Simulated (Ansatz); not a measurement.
# SiH+ (triplet): the correlation ladder, cc-pVQZ

Aim: climb from Hartree-Fock through coupled cluster for SiH+ (triplet) at one geometry and basis, and see what each rung misses.

Computed with Ansatz 0.2.0, Gaussian basis. Level: cc-pVQZ, core rule «outside noble gas», up to 5 orbitals frozen.

To be run: UHF; CCSD(T) on ROHF; CCSD(T) on UHF; BCCD(T) on ROHF; CCSDT(Q) on ROHF; CCSDT(Q) on UHF; Full CI.

6 further runs of the same task are left out: 2 for a known fault of the program, 2 that didn't finish, 2 set aside as unsound or not needed.

## Step 1: The system

The geometry is a PBE0/def2-TZVP stationary point (not a proven minimum) of the parent state, kept for this charge and spin.

2 atoms, charge 1, spin multiplicity 3.

Atoms are counted from 1 here; the program's logs count them from 0.

Bond lengths: Si1–H2 1.519 Å.

In the tables R marks a restricted open-shell determinant and U an unrestricted one; energies count from the table's Hartree-Fock row.

## Step 2: UHF

Contents of in.yaml:

```yaml
crystal:
  periodic: [false, false, false]
  atoms:
    - {symbol: Si, position_ang: [0.000000, 0.000000, 0.000000]}
    - {symbol: H, position_ang: [0.000000, 0.000000, 1.518600]}
basis:
  gaussian: {orbitals: cc-pVQZ}
total_charge: 1
magnetization: {spin_polarized: true, initial_magnetization: 2}
hamiltonian: {xc: hf}
output: {orbitals: {seedname: orbitals}}
```

Run with:

```
$ ansatz run in.yaml --threads 1 --pin off --events-out ev --progress --plain --max-ram 2393MiB
```

The program printed:

```text
Functional definition: HF
  name "HF"
  cite "Fock, Z. Phys. 61, 126 (1930) doi:10.1007/BF01340294"
  parent pbe
  exchange = exact_x
  correlation = 0
444 factors; their error is unknown
mean field evaluation 1: about -7866.2966 eV, gradient 6.4e0 eV
mean field evaluation 2: about -7866.7228 eV, gradient 2.3e0 eV
mean field evaluation 4: about -7866.8386 eV, gradient 3.7e-1 eV
mean field evaluation 8: about -7867.0829 eV, gradient 2.0e-1 eV
mean field evaluation 16: about -7867.0533 eV, gradient 9.7e-1 eV
mean field -7867.08326607 eV, -289.1099775274 hartree, gradient 2.6e-5 eV, S^2 2.016543; 0 other end points of the search recorded, 0 dependent functions left out
reference -7867.08326607 eV, -289.1099775274 hartree; 8, 6 occupied and 81, 83 virtual orbitals, 444 factors
Total energy: -7867.08326607 eV, -289.1099775274 hartree
```

Run time: 0.27 s. Hardware: 1 thread of Arm Neoverse V2, shared host.

From the report: ⟨S²⟩ of the determinant 2.017 (pure triplet: 2.00).

## Step 3: CCSD(T) on ROHF

Contents of in.yaml:

```yaml
crystal:
  periodic: [false, false, false]
  atoms:
    - {symbol: Si, position_ang: [0.000000, 0.000000, 0.000000]}
    - {symbol: H, position_ang: [0.000000, 0.000000, 1.518600]}
basis:
  gaussian: {orbitals: cc-pVQZ}
total_charge: 1
magnetization: {spin_polarized: false, initial_magnetization: 2}
correlation: {method: ccsd_t, electrons: outside_noble_gas}
```

Launched as before.

The program printed, shortened:

```text
Functional definition: HF
  name "HF"
  cite "Fock, Z. Phys. 61, 126 (1930) doi:10.1007/BF01340294"
  parent pbe
[...]
524 factors; integrals over basis functions are off by at most 1.3e-3 eV
[...]
mean field -7866.97099939 eV, -289.1058518032 hartree, gradient 2.8e-6 eV, S^2 2.000000; 2 other end points of the search recorded, 0 dependent functions left out
[...]
5 core orbitals not correlated: weight in the atoms' cores, before any rotation towards them, 1.000 or more for the frozen orbitals, at most 0.000 for the correlated occupied ones
reference -7866.97099939 eV, -289.1058518032 hartree; 3, 1 occupied and 81, 83 virtual orbitals, 524 factors
second order -1.45753778 eV of doubles, -0.05231916 eV of singles
cycle   1  -1.77460046 eV  change   -2.6e-1 eV  update   5.3e-2
[...]
cycle  10  -1.97010603 eV  change   -4.4e-6 eV  update   3.6e-6
perturbative correction -0.05942514 eV, -0.0021838337 hartree
Total energy: -7869.00053056 eV, -289.1804356981 hartree
```

It took 2.1 s on 1 thread of Arm Neoverse V2, shared host; peak memory 0.32 GiB.

From the report: correlation -2.0295 eV; T1 0.045; largest double amplitude 0.08.

## Step 4: CCSD(T) on UHF

Edit in.yaml of step 3 so:

```diff
@@ -8,3 +8,3 @@
 total_charge: 1
-magnetization: {spin_polarized: false, initial_magnetization: 2}
+magnetization: {spin_polarized: true, initial_magnetization: 2}
 correlation: {method: ccsd_t, electrons: outside_noble_gas}
```

The command is unchanged.

The program printed, shortened:

```text
Functional definition: HF
  name "HF"
  cite "Fock, Z. Phys. 61, 126 (1930) doi:10.1007/BF01340294"
  parent pbe
[...]
524 factors; integrals over basis functions are off by at most 1.3e-3 eV
[...]
mean field -7867.08348814 eV, -289.1099856885 hartree, gradient 3.0e-6 eV, S^2 2.016543; 2 other end points of the search recorded, 0 dependent functions left out
5 core orbitals not correlated: weight in the atoms' cores, before any rotation towards them, 1.000 or more for the frozen orbitals, at most 0.000 for the correlated occupied ones
reference -7867.08348814 eV, -289.1099856885 hartree; 3, 1 occupied and 81, 83 virtual orbitals, 524 factors
second order -1.42196379 eV of doubles, -0.00000000 eV of singles
cycle   1  -1.68515755 eV  change   -2.6e-1 eV  update   5.1e-2
[...]
cycle  10  -1.86501563 eV  change   -3.3e-6 eV  update   2.2e-6
perturbative correction -0.05424741 eV, -0.0019935554 hartree
Total energy: -7869.00275118 eV, -289.1805173042 hartree
```

Run time: 2 s. Hardware: 1 thread of Arm Neoverse V2, shared host; peak memory 0.32 GiB.

From the report: ⟨S²⟩ of the determinant 2.017 (pure triplet: 2.00); correlation -1.9193 eV; T1 0.028; largest double amplitude 0.08.

## Step 5: BCCD(T) on ROHF

Edit in.yaml of step 4 so:

```diff
@@ -8,3 +8,3 @@
 total_charge: 1
-magnetization: {spin_polarized: true, initial_magnetization: 2}
-correlation: {method: ccsd_t, electrons: outside_noble_gas}
+magnetization: {spin_polarized: false, initial_magnetization: 2}
+correlation: {method: bccd_t, electrons: outside_noble_gas}
```

Launched as before.

The program printed, shortened:

```text
Functional definition: HF
  name "HF"
  cite "Fock, Z. Phys. 61, 126 (1930) doi:10.1007/BF01340294"
  parent pbe
[...]
524 factors; integrals over basis functions are off by at most 1.3e-3 eV
[...]
mean field -7866.97099939 eV, -289.1058518032 hartree, gradient 2.8e-6 eV, S^2 2.000000; 2 other end points of the search recorded, 0 dependent functions left out
[...]
5 core orbitals not correlated: weight in the atoms' cores, before any rotation towards them, 1.000 or more for the frozen orbitals, at most 0.000 for the correlated occupied ones
reference -7866.97099939 eV, -289.1058518032 hartree; 3, 1 occupied and 81, 83 virtual orbitals, 524 factors
second order -1.45753778 eV of doubles, -0.05231916 eV of singles
cycle   1  -1.79587219 eV  change   -2.8e-1 eV  update   5.4e-2
[...]
cycle  10  -1.97305170 eV  change   -3.2e-6 eV  update   4.3e-6
perturbative correction -0.05712247 eV, -0.0020992122 hartree
Total energy: -7869.00117357 eV, -289.1804593280 hartree
```

It took 2.7 s on 1 thread of Arm Neoverse V2, shared host; peak memory 0.41 GiB.

From the report: correlation -2.0302 eV; largest double amplitude 0.08.

## Step 6: CCSDT(Q) on ROHF

Edit in.yaml of step 5 so:

```diff
@@ -9,2 +9,2 @@
 magnetization: {spin_polarized: false, initial_magnetization: 2}
-correlation: {method: bccd_t, electrons: outside_noble_gas}
+correlation: {method: ccsdt_q, electrons: outside_noble_gas}
```

The command is unchanged.

The program printed, shortened:

```text
Functional definition: HF
  name "HF"
  cite "Fock, Z. Phys. 61, 126 (1930) doi:10.1007/BF01340294"
  parent pbe
[...]
1008 factors; integrals over basis functions are off by at most 2.0e-7 eV
[...]
mean field -7866.97100272 eV, -289.1058519254 hartree, gradient 2.7e-6 eV, S^2 2.000000; 2 other end points of the search recorded, 0 dependent functions left out
[...]
5 core orbitals not correlated: weight in the atoms' cores, before any rotation towards them, 1.000 or more for the frozen orbitals, at most 0.000 for the correlated occupied ones
reference -7866.97100272 eV, -289.1058519254 hartree; 3, 1 occupied and 81, 83 virtual orbitals, 1008 factors
second order -1.45754511 eV of doubles, -0.05231918 eV of singles
cycle   1  -1.77459981 eV  change   -2.6e-1 eV  update   5.6e-2
[...]
cycle  13  -2.04673561 eV  change    1.8e-7 eV  update   4.0e-7
perturbative correction -0.00089910 eV, -0.0000330412 hartree
Total energy: -7869.01863742 eV, -289.1811011129 hartree
```

Wall time 43 s (1 thread of Arm Neoverse V2, shared host); peak memory 0.98 GiB.

From the report: correlation -2.0476 eV; T1 0.048; largest double amplitude 0.09.

## Step 7: CCSDT(Q) on UHF

Edit in.yaml of step 6 so:

```diff
@@ -8,3 +8,3 @@
 total_charge: 1
-magnetization: {spin_polarized: false, initial_magnetization: 2}
+magnetization: {spin_polarized: true, initial_magnetization: 2}
 correlation: {method: ccsdt_q, electrons: outside_noble_gas}
```

The command is unchanged.

The program printed, shortened:

```text
Functional definition: HF
  name "HF"
  cite "Fock, Z. Phys. 61, 126 (1930) doi:10.1007/BF01340294"
  parent pbe
[...]
1008 factors; integrals over basis functions are off by at most 2.0e-7 eV
[...]
mean field -7867.08349149 eV, -289.1099858116 hartree, gradient 2.4e-6 eV, S^2 2.016543; 2 other end points of the search recorded, 0 dependent functions left out
5 core orbitals not correlated: weight in the atoms' cores, before any rotation towards them, 1.000 or more for the frozen orbitals, at most 0.000 for the correlated occupied ones
reference -7867.08349149 eV, -289.1099858116 hartree; 3, 1 occupied and 81, 83 virtual orbitals, 1008 factors
second order -1.42197133 eV of doubles, -0.00000000 eV of singles
cycle   1  -1.68515738 eV  change   -2.6e-1 eV  update   5.4e-2
[...]
cycle  13  -1.93616393 eV  change    2.7e-7 eV  update   2.5e-7
perturbative correction -0.00086190 eV, -0.0000316741 hartree
Total energy: -7869.02051732 eV, -289.1811701979 hartree
```

It took 43 s on 1 thread of Arm Neoverse V2, shared host; peak memory 0.96 GiB.

From the report: ⟨S²⟩ of the determinant 2.017 (pure triplet: 2.00); correlation -1.9370 eV; T1 0.030; largest double amplitude 0.08.

## Step 8: Full CI

Edit in.yaml of step 7 so:

```diff
@@ -8,3 +8,3 @@
 total_charge: 1
-magnetization: {spin_polarized: true, initial_magnetization: 2}
-correlation: {method: ccsdt_q, electrons: outside_noble_gas}
+magnetization: {spin_polarized: false, initial_magnetization: 2}
+correlation: {method: fci, electrons: outside_noble_gas}
```

The command is unchanged.

The program printed:

```text
Functional definition: HF
  name "HF"
  cite "Fock, Z. Phys. 61, 126 (1930) doi:10.1007/BF01340294"
  parent pbe
  exchange = exact_x
  correlation = 0
1008 factors; integrals over basis functions are off by at most 2.0e-7 eV
mean field evaluation 1: about -7866.4645 eV, gradient 6.3e0 eV
mean field evaluation 2: about -7866.4666 eV, gradient 6.3e0 eV
mean field evaluation 4: about -7866.9127 eV, gradient 1.2e0 eV
mean field evaluation 8: about -7866.9710 eV, gradient 4.5e-3 eV
mean field evaluation 16: about -7866.9694 eV, gradient 5.9e-1 eV
mean field -7866.97100272 eV, -289.1058519254 hartree, gradient 2.7e-6 eV, S^2 2.000000; 2 other end points of the search recorded, 0 dependent functions left out
mean field evaluation 32: about -7867.0533 eV, gradient 9.7e-1 eV
5 core orbitals not correlated: weight in the atoms' cores, before any rotation towards them, 1.000 or more for the frozen orbitals, at most 0.000 for the correlated occupied ones
reference -7866.97100272 eV, -289.1058519254 hartree; 3, 1 occupied and 81, 83 virtual orbitals, 1008 factors
state -7869.01885064 eV, -289.1811089484 hartree
Total energy: -7869.01885064 eV, -289.1811089484 hartree
```

Wall time 32 s (1 thread of Arm Neoverse V2, shared host); peak memory 0.59 GiB.

From the report: 3,037,760 determinants, symmetry B1.

## Step 9: How many determinants matter

Natural occupations of the FCI state about the gap (report; correlated orbitals 1 to 10): 1.928, 0.991, 0.983, 0.027, 0.024, 0.013, 0.007, 0.007, 0.006, 0.005. The count of effectively unpaired electrons, Σ n²(2 − n)², is 2.02; a single determinant of this spin has 2.

## Step 10: All levels against the top one

The yardstick is full CI for this spin, exact in this basis with these frozen cores. Rows without a time come out of other runs: HF, MP2 and CCSD of CCSD(T), CCSDT of CCSDT(Q).

Differences are taken before rounding.

```tsv
method	energy from the lowest RHF (kJ/mol)	from FCI (kJ/mol)	time
RHF	0.0	+197.6	
UHF	-10.9	+186.7	
RMP2	-145.7	+51.9	
UMP2	-148.1	+49.5	
RCCSD	-190.1	+7.5	
UCCSD	-190.8	+6.8	
RCCSD(T)	-195.8	+1.8	2.1 s
UCCSD(T)	-196.0	+1.6	2 s
BCCD(T)	-195.9	+1.7	2.7 s
RCCSDT	-197.5	+0.1	
UCCSDT	-197.7	-0.1	
RCCSDT(Q)	-197.6	0.0	43 s
UCCSDT(Q)	-197.7	-0.2	43 s
FCI	-197.6	0	32 s
```

Among the levels timed on like hardware and quicker than the yardstick, those that no quicker one beats, quickest first: UCCSD(T) (2 s, +1.6 kJ/mol).

## Step 11: Outcome

```
                         quantity                                                              value
         FCI below the RHF energy                                                         -2.0479 eV
                    RMP2 from FCI                                                       +51.9 kJ/mol
                    UMP2 from FCI                                                       +49.5 kJ/mol
                   RCCSD from FCI                                                        +7.5 kJ/mol
                RCCSD(T) from FCI                                                        +1.8 kJ/mol
                UCCSD(T) from FCI                                                        +1.6 kJ/mol
               RCCSDT(Q) from FCI                                                         0.0 kJ/mol
               UCCSDT(Q) from FCI                                                        -0.2 kJ/mol
levels within 1 kcal/mol (43 meV)  RCCSD(T), UCCSD(T), BCCD(T), RCCSDT, UCCSDT, RCCSDT(Q), UCCSDT(Q)
                    T1 diagnostic                                                              0.045
   effectively unpaired electrons                                                               2.02
```

In words: RCCSD(T) misses by +1.8 kJ/mol, 0.9 % of the correlation energy. The occupations are near whole numbers, but T1 = 0.045 shows that the orbitals relax strongly. These misses are within one basis, not against nature; the frozen cores of restricted and unrestricted runs differ, which can shift their rows.

For cost: UCCSD(T) gets within 1.6 kJ/mol in 2 s, where FCI took 32 s.
